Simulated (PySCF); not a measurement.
ethanol cation (C₂H₆O), SMILES CCO (connectivity only; charge and spin as stated), charge +1, multiplicity 2.

Coordinates come from a PBE0-D3(BJ)/def2-TZVP optimisation. The spin state was assumed, not searched. Other conformers were not sampled.

Two levels are set side by side: PBE/def2-TZVPD (PySCF) and ωB97X/def2-TZVPD (PySCF). Same geometry, gas phase. Differences are taken from unrounded values.

```tsv
quantity	ωB97X
α-spin orbital gap (eV)	15.37
β-spin orbital gap (eV)	9.21
mean polarisability (bohr³)	31.0
```

**Question.** What does PBE give, and how far is it from ωB97X? (The exact figures need the calculation; the answer reports its results.)

**Answer.** 
```csv
quantity,PBE,PBE minus ωB97X
α-spin orbital gap (eV),8.43,-6.93
β-spin orbital gap (eV),2.27,-6.95
mean polarisability (bohr³),32.3,1.4
```

PBE's more diffuse valence density responds more strongly to a field. Differences between two approximate levels are no errors against the true value.

Rough cost on one machine, each run with all the roots and properties that it gave: ωB97X against PBE within a factor of 2.
